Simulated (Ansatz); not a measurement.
The input, for Ansatz 0.2.0:

```yaml
crystal:
  periodic: [false, false, false]
  atoms:
    - {symbol: Al, position_ang: [0.000000, 0.000000, 0.000000]}
    - {symbol: N, position_ang: [0.000000, 0.000000, 1.789283]}
basis:
  gaussian: {orbitals: aug-cc-pVDZ}
total_charge: 1
magnetization: {spin_polarized: false, initial_magnetization: 3}
hamiltonian: {xc: {name: r2SCAN}}
correlation: {method: ccsd, electrons: valence, diis_vectors: 12}
```

```sh
$ ansatz run in.yaml --threads 1 --pin off --events-out ev --progress --plain --max-ram 2393MiB
```

(1) Roughly how long does this take on 1 thread of Arm Neoverse V2, shared host, and how much host memory?

```
503 factors; integrals over basis functions are off by at most 8.0e-4 eV
mean field evaluation 1: about -8062.8614 eV, gradient 5.1e1 eV
mean field evaluation 2: about -8062.8607 eV, gradient 5.1e1 eV
mean field evaluation 4: about -8070.0822 eV, gradient 2.1e1 eV
mean field evaluation 8: about -8072.7888 eV, gradient 4.2e-1 eV
mean field evaluation 16: about -8072.7896 eV, gradient 8.6e-5 eV
mean field evaluation 32: about -8054.9393 eV, gradient 1.4e1 eV
mean field -8072.78956813 eV, -296.6695446954 hartree, gradient 3.0e-6 eV, S^2 3.750000; 0 other end points of the search recorded, 0 dependent functions left out
mean field evaluation 64: about -8054.9895 eV, gradient 2.3e-1 eV
6 core orbitals not correlated: weight in the atoms' cores, before any rotation towards them, 1.000 or more for the frozen orbitals, at most 0.000 for the correlated occupied ones
reference -8054.45670844 eV, -295.9958245283 hartree; 5, 2 occupied and 39, 42 virtual orbitals, 503 factors
second order -3.68774804 eV of doubles, -0.28537930 eV of singles
cycle   1  -4.25154563 eV  change   -2.8e-1 eV  update   6.7e-2
cycle   2  -4.38945341 eV  change   -1.4e-1 eV  update   2.6e-2
cycle   3  -4.45077234 eV  change   -6.1e-2 eV  update   1.6e-2
cycle   4  -4.45403105 eV  change   -3.3e-3 eV  update   7.6e-3
cycle   5  -4.45561971 eV  change   -1.6e-3 eV  update   3.7e-3
cycle   6  -4.45699602 eV  change   -1.4e-3 eV  update   1.5e-3
cycle   7  -4.45715258 eV  change   -1.6e-4 eV  update   5.8e-4
cycle   8  -4.45733271 eV  change   -1.8e-4 eV  update   2.4e-4
cycle   9  -4.45732115 eV  change    1.2e-5 eV  update   8.9e-5
cycle  10  -4.45730337 eV  change    1.8e-5 eV  update   3.0e-5
cycle  11  -4.45731608 eV  change   -1.3e-5 eV  update   1.1e-5
cycle  12  -4.45731582 eV  change    2.6e-7 eV  update   3.6e-6
Total energy: -8058.91402426 eV, -296.1596278635 hartree
```

Results:

(1) 3.2 s wall and 0.13 GiB.
